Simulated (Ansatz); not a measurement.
Consider the hydrogenolysis of a C–F bond: `FC1CCO1` + H₂ → `C1COC1` + H–F.

Program: Ansatz. Geometries: PBE0-D4/def2-TZVP. ΔE: electronic, gas phase. CCSD(T)/CBS adds triple-zeta CCSD(T) − MP2 to the extrapolated MP2 energy (def2 sets, frozen cores). This one scheme is used for every species. DFT in def2-TZVPP.

| species | r2SCAN-D4 energy (Eh) |
| --- | --- |
| `FC1CCO1` | -292.33141 |
| H₂ | -1.17130 |
| `C1COC1` | -193.06953 |
| H–F | -100.44667 |

Q: Work out ΔE.

A: ΔE = (-193.06953) + (-100.44667) − (-292.33141) − (-1.17130) = -0.01349 Eh = -35.4 kJ/mol. CCSD(T)/CBS gives -53.8 kJ/mol.

Largest T1 diagnostic among the species: 0.012.

From r2SCAN to r2SCAN0 (25 % exact exchange), in def2-TZVPP and without D4, ΔE moves by −7.8 kJ/mol. At CCSD(T), def2-SVP lies +17.6 kJ/mol from the extrapolated value and def2-TZVPP +3.5 kJ/mol.
